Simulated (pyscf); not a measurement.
HS–GeH₃ + H₂S → HS–GeH₂–SH + H₂ (four-centre exchange; singlet surface; Ge–H, H–S broken, Ge–S, H–H formed). Optimised with ωB97X-D3(BJ)/def2-SVP in PySCF. Energies in kcal/mol from the separated reactants.

| level | barrier | reaction energy |
|---|---|---|
| ωB97X-D3(BJ)/def2-TZVP | 48.1 | -10.6 |
| PBE/def2-TZVP | ? | ? |
| r²SCAN/def2-TZVP | ? | -8.8 |
| B3LYP-D3(BJ)/def2-TZVP | 45.6 | -8.2 |
| PBE0-D3(BJ)/def2-TZVP | 42.8 | -8.4 |
| M06-2X/def2-TZVP | 46.4 | -10.4 |

Q: Complete the blanks.

A: 
- PBE/def2-TZVP, barrier: 39.1
- PBE/def2-TZVP, reaction energy: -7.9
- r²SCAN/def2-TZVP, barrier: 42.1

The functionals in the table span 9.1 kcal/mol in this barrier, from PBE to ωB97X-D3(BJ)/def2-TZVP. This is the saddle that the search found; another between the same sides may lie lower. Elements up to Kr have no core potential and no relativistic terms here.
